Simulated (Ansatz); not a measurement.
# AlH (SMILES [AlH]): levels of theory compared

We compute a comparison of 6 runs (HF/STO-3G, HF/3-21G, HF/def2-TZVPPD, PBE-QIDH/def2-TZVPPD, PBE/def2-TZVPPD, CCSD(T)/def2-TZVPPD) of AlH. 

Program for the calculation: Ansatz 0.2.0.

33 further runs of the same task are left out: 33 set aside as unsound or not needed.

## (1) The system as given

AlH has 2 atoms, charge 0, and is taken as a singlet. As SMILES, `[AlH]`. The Al1–H2 distance was set to 2.497 Å, away from the relaxed value.

## (2) The energy at HF/STO-3G (run 1)

The input, molecule.yaml:

```yaml
crystal:
  periodic: [false, false, false]
  atoms:
    - symbol: Al
      position_ang: [-0.000000, 0.000000, -0.857990]
    - symbol: H
      position_ang: [0.000000, -0.000000, 1.639110]
basis:
  gaussian:
    orbitals: STO-3G
hamiltonian:
  xc: hf
accuracy: high
output:
  orbitals: {seedname: orbitals}
```

Command:

```sh
$ ansatz run molecule.yaml --threads 1 --pin off --max-ram 3480MiB --events-out events.jsonl --progress --plain --runs-dir runs
```

Output:

```text
Warning: RAYON_NUM_THREADS=1 ignored (pool sized by the plan → 1); use --threads N
Functional definition: HF
  name "HF"
  exchange = exact_x
  correlation = 0
143 factors; integrals over basis functions are off by at most 1.0e-8 eV
mean field evaluation 1: about -6511.4209 eV, gradient 1.2e1 eV
mean field evaluation 2: about -6511.4341 eV, gradient 1.2e1 eV
mean field evaluation 4: about -6513.3890 eV, gradient 3.4e-1 eV
mean field evaluation 8: about -6513.3823 eV, gradient 5.6e-5 eV
mean field -6513.38233868 eV, -239.3623860173 hartree, gradient 2.2e-8 eV, S^2 0.000000; 0 other end points of the search recorded, 0 dependent functions left out
reference -6513.38233868 eV, -239.3623860173 hartree; 7, 7 occupied and 3, 3 virtual orbitals, 143 factors
Total energy: -6513.38233868 eV, -239.3623860173 hartree
```

Wall time 0.04 s (1 thread of Arm Neoverse V2, shared host).

## (3) A single-point energy at HF/3-21G (run 2)

The input, job.yaml:

```yaml
crystal:
  periodic: [false, false, false]
  atoms:
    - {symbol: Al, position_ang: [-0.000000, 0.000000, -0.857990]}
    - {symbol: H, position_ang: [0.000000, -0.000000, 1.639110]}
basis:
  gaussian:
    orbitals: 3-21G.json
hamiltonian:
  xc: hf
accuracy: high
output: {orbitals: {seedname: orbitals}}
```

The basis set 3-21G is read from a file made from the Basis Set Exchange's data (not shown).

Command:

```sh
$ ansatz run job.yaml --threads 1 --pin off --max-ram 3480MiB --events-out events.jsonl --progress --plain --runs-dir runs
```

Output:

```text
Warning: RAYON_NUM_THREADS=1 ignored (pool sized by the plan → 1); use --threads N
[... 4 set-up lines as earlier in the session ...]
276 factors; integrals over basis functions are off by at most 2.6e-9 eV
mean field evaluation 1: about -6558.9427 eV, gradient 9.1e0 eV
mean field evaluation 2: about -6558.9429 eV, gradient 9.1e0 eV
mean field evaluation 4: about -6559.8112 eV, gradient 4.1e-1 eV
mean field evaluation 8: about -6559.8124 eV, gradient 1.4e-5 eV
mean field evaluation 16: about -6559.8124 eV, gradient 1.2e-8 eV
mean field -6559.81241814 eV, -241.0686599662 hartree, gradient 1.2e-8 eV, S^2 0.000000; 0 other end points of the search recorded, 0 dependent functions left out
reference -6559.81241814 eV, -241.0686599662 hartree; 7, 7 occupied and 8, 8 virtual orbitals, 276 factors
Total energy: -6559.81241814 eV, -241.0686599662 hartree
```

Run time: 0.06 s. Hardware: 1 thread of Arm Neoverse V2, shared host.

Run 3 isn't shown in full; the table further down has it.

## (4) A single-point energy at PBE-QIDH/def2-TZVPPD (run 4)

The input, job.yaml:

```yaml
basis:
  gaussian:
    orbitals: def2-TZVPPD.json
crystal:
  periodic: [false, false, false]
  atoms:
    - symbol: Al
      position_ang: [-0.000000, 0.000000, -0.857990]
    - symbol: H
      position_ang: [0.000000, -0.000000, 1.639110]
output: {orbitals: {seedname: orbitals}}
hamiltonian:
  xc: {name: PBE-QIDH}
correlation:
  frozen_orbitals: {Al: 5, H: 0}
accuracy: high
```

The basis set def2-TZVPPD is read from a file made from the Basis Set Exchange's data (not shown).

Command:

```sh
$ ansatz run job.yaml --threads 1 --pin off --max-ram 3480MiB --events-out events.jsonl --progress --plain --runs-dir runs
```

Output (excerpt; [...] marks lines left out):

```text
Warning: RAYON_NUM_THREADS=1 ignored (pool sized by the plan → 1); use --threads N
Functional definition: PBE-QIDH
  name "PBE-QIDH"
[...]
787 factors; integrals over basis functions are off by at most 3.6e-9 eV
[...]
mean field -6603.90539742 eV, -242.6890470672 hartree, gradient 1.8e-8 eV, S^2 0.000000; 0 other end points of the search recorded, 0 dependent functions left out
5 core orbitals not correlated: weight in the atoms' cores, before any rotation towards them, 1.000 or more for the frozen orbitals, at most 0.000 for the correlated occupied ones
reference -6603.90539827 eV, -242.6890470986 hartree; 2, 2 occupied and 58, 58 virtual orbitals, 787 factors
second order -2.05932729 eV of doubles, -0.00000000 eV of singles
Total energy: -6604.59184070 eV, -242.7142733925 hartree
```

Run time: 1.5 s. Hardware: 1 thread of Arm Neoverse V2, shared host; peak memory 0.11 GiB.

Run 5 isn't shown in full; the table further down has it.

## (5) A single-point energy at CCSD(T)/def2-TZVPPD (run 6)

The input, job.yaml:

```yaml
crystal:
  periodic: [false, false, false]
  atoms:
    - {symbol: Al, position_ang: [-0.000000, 0.000000, -0.857990]}
    - {symbol: H, position_ang: [0.000000, -0.000000, 1.639110]}
basis:
  gaussian:
    orbitals: def2-TZVPPD.json
correlation:
  method: ccsd_t
  frozen_orbitals: {Al: 5, H: 0}
accuracy: high
scf:
  omitted_lower_state_checks: [cluster_reference, increment]
```

The basis set def2-TZVPPD is read from a file made from the Basis Set Exchange's data (not shown).

Command:

```sh
$ ansatz run job.yaml --threads 1 --pin off --max-ram 3480MiB --events-out events.jsonl --progress --plain --runs-dir runs
```

Output (excerpt; [...] marks lines left out):

```text
Warning: RAYON_NUM_THREADS=1 ignored (pool sized by the plan → 1); use --threads N
[... 2 set-up lines as earlier in the session ...]
[...]
787 factors; integrals over basis functions are off by at most 3.6e-9 eV
[...]
mean field -6596.09703621 eV, -242.4020950854 hartree, gradient 1.8e-8 eV, S^2 0.000000; 0 other end points of the search recorded, 0 dependent functions left out; unrestricted orbitals would lower it
5 core orbitals not correlated: weight in the atoms' cores, before any rotation towards them, 1.000 or more for the frozen orbitals, at most 0.000 for the correlated occupied ones
reference -6596.09703621 eV, -242.4020950854 hartree; 2, 2 occupied and 58, 58 virtual orbitals, 787 factors
second order -1.72222286 eV of doubles, -0.00000000 eV of singles
cycle   1  -2.09474045 eV  change   -3.7e-1 eV  update   7.6e-2
[...]
cycle  25  -2.37601038 eV  change  -5.2e-11 eV  update  2.8e-10
perturbative correction -0.06254637 eV, -0.0022985366 hartree
Total energy: -6598.53559295 eV, -242.4917103930 hartree
Checks for a lower state left out: cluster_reference, increment
```

Wall time 0.72 s (1 thread of Arm Neoverse V2, shared host); peak memory 0.17 GiB.

## (6) The series

```tsv
run	level	frozen core orbitals	energy (Eh)	HOMO energy (eV)	LUMO energy (eV)	HOMO–LUMO gap (eV)	wall time
1	HF/STO-3G	–	-239.362386	-1.97	8.44	10.41	0.04 s
2	HF/3-21G	–	-241.068660	-7.43	0.40	7.83	0.06 s
3	HF/def2-TZVPPD	–	-242.402095	-7.66	0.29	7.95	0.32 s
4	PBE-QIDH/def2-TZVPPD	5	-242.714273	-7.00	-0.87	6.13	1.5 s
5	PBE/def2-TZVPPD	–	-242.793585	-4.72	-3.00	1.72	1 s
6	CCSD(T)/def2-TZVPPD	5	-242.491710	–	–	–	0.72 s
```

## (7) Outcome

```
                                          quantity          value
                               run 6: total energy  -242.49171 Eh
run 6: correlation energy (5 core orbitals frozen)      -89.6 mEh
                             run 6: (T) correction      -2.30 mEh
                              run 6: T1 diagnostic          0.029
```

In words: Over runs 1, 2, 3, 4, 5 the HOMO–LUMO gap runs from 1.72 eV (PBE/def2-TZVPPD) to 10.41 eV (HF/STO-3G). The two ends differ in method and basis. Totals of different functionals can't be ranked against each other. In run 6 the log says that unrestricted orbitals would lower the reference, so the values rest on an unstable closed-shell determinant (other closed-shell runs at this shape may share the fault). In run 1 the basis is minimal, so the values are rough. All runs together took 3.6 s, the longest 1.5 s.
